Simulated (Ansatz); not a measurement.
Relaxation of C₂H₄F₂O (9 atoms, charge 0, multiplicity 1), to a largest force component of 0.015 eV/Å in at most 40 steps.

Method: Ansatz 0.2.0, RKS PBE/cc-pVDZ.

```xyz
9
Properties=species:S:1:pos:R:3:forces:R:3
F -1.776 0.836 -1.294 -1.40 0.64 -1.12
C -0.612 0.706 -0.630 0.91 -0.48 -0.79
O -0.502 -0.635 -0.215 2.33 0.25 -1.06
C -1.632 -1.056 0.367 -1.54 -1.66 0.76
F -1.964 -0.211 1.376 -0.62 1.07 1.63
H -0.622 1.379 0.203 -0.04 0.77 1.24
H 0.218 0.989 -1.320 0.13 -0.55 0.16
H -2.509 -1.097 -0.293 -0.26 0.04 -0.56
H -1.503 -2.062 0.825 0.49 -0.09 -0.27
```

Task: Where does it end, and by what steps?

Result: It converged. After 7 steps the energy has fallen by 0.388 eV; F1 moved furthest, 0.53 Å.

```csv
step,energy less start (eV),largest force component (eV/Å),accepted
0,0.0000,2.335,yes
1,-0.2693,0.983,yes
2,-0.3302,0.595,yes
3,-0.3596,0.329,yes
4,-0.3764,0.197,yes
5,-0.3862,0.099,yes
6,-0.3882,0.049,yes
7,-0.3884,0.013,yes
```

```xyz
9
Properties=species:S:1:pos:R:3
F -1.556 0.772 -1.777
C -0.657 0.706 -0.714
O -0.532 -0.612 -0.253
C -1.652 -1.043 0.471
F -1.681 -0.448 1.731
H -1.030 1.382 0.087
H 0.347 1.006 -1.074
H -2.599 -0.778 -0.050
H -1.540 -2.138 0.595
```

Time of the run: 26 s on 1 thread of Intel(R) Xeon(R) Platinum 8259CL CPU @ 2.50GHz (Skylake/Cascade Lake), with other jobs on the host, peak memory 0.14 GiB.
